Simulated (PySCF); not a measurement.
Molecule: `C=C/C(F)=C/C`, C₅H₇F.

Mapped SMILES: `[CH2:1]=[CH:2]/[C:3]([F:4])=[CH:5]/[CH3:6]`. Hydrogens are named by the atom that carries them. Ha(C1) is cis to C3; Hb(C1) is trans to C3.

Geometry PBE0-D3(BJ)/def2-SVP throughout; GIAO in PySCF, gas phase, one conformer, non-relativistic; equivalent atoms averaged; basis pcSseg-1.

**Question.** How do the absolute shieldings σ depend on the functional? (a selection of nuclei; ppm; last column core-seconds on shared hosts with different chips, so compare them loosely; the GGAs took longer than the global hybrids here, which isn't the general rule, and the cause wasn't traced)

**Answer.** 
```tsv
functional	kind	C3	C2	C1	C6	F4	H(C2)	Ha(C1)	Hb(C1)	H(C5)	core-s
HF	Hartree–Fock	29.1	54.5	66.9	180.3	357.4	25.60	25.77	26.24	26.94	4.7
LDA	LDA	10.0	38.6	57.8	169.4	285.8	24.71	25.07	25.49	26.00	11
PBE	GGA	15.0	44.3	62.8	167.3	286.8	25.20	25.55	25.99	26.49	15
BLYP	GGA	8.6	39.0	58.5	162.4	288.4	25.48	25.81	26.27	26.73	15
BP86	GGA	14.5	44.1	62.4	166.7	288.1	25.28	25.61	26.06	26.56	15
OPBE	GGA	27.9	55.5	71.9	171.8	290.7	25.16	25.53	25.94	26.48	15
KT2	GGA	25.7	55.9	73.5	170.7	293.8	25.39	25.68	26.14	26.64	15
KT3	GGA	27.2	56.9	74.1	169.1	295.5	25.54	25.84	26.30	26.79	15
B97-D	GGA	18.4	48.0	65.6	165.8	295.0	25.52	25.83	26.29	26.77	14
B3LYP	global hybrid	12.3	41.5	59.1	167.0	305.6	25.44	25.72	26.17	26.71	9.7
PBE0	global hybrid	19.3	47.2	63.4	172.3	307.8	25.21	25.49	25.92	26.52	11
mPW1PW91	global hybrid	18.4	46.4	62.5	171.2	308.5	25.28	25.55	25.98	26.58	12
WP04	global hybrid	5.4	37.3	52.1	158.0	308.1	25.86	26.05	26.49	27.00	12
B97-2	global hybrid	21.5	49.8	65.7	171.0	308.7	25.38	25.66	26.10	26.68	11
BHandHLYP	global hybrid	17.8	45.5	60.9	172.5	328.0	25.44	25.67	26.12	26.73	13
CAM-B3LYP	range-separated hybrid	13.8	41.8	58.8	171.4	315.4	25.30	25.56	26.00	26.61	19
wB97X-D	range-separated hybrid	18.9	46.4	62.1	172.8	313.9	25.32	25.56	26.00	26.65	17
LC-wPBE	range-separated hybrid	20.1	46.6	61.3	177.7	319.6	25.15	25.38	25.78	26.52	21
```

**Question.** Which nucleus among those listed moves most, in ppm?

**Answer.** F4 (vinylic fluorine): from 285.8 ppm with LDA to 357.4 ppm with HF. The smallest spread is 0.97 ppm, at Ha(C1). Proton shifts span only some 12 ppm, so a few tenths of a ppm matter as much there as several ppm in carbon.
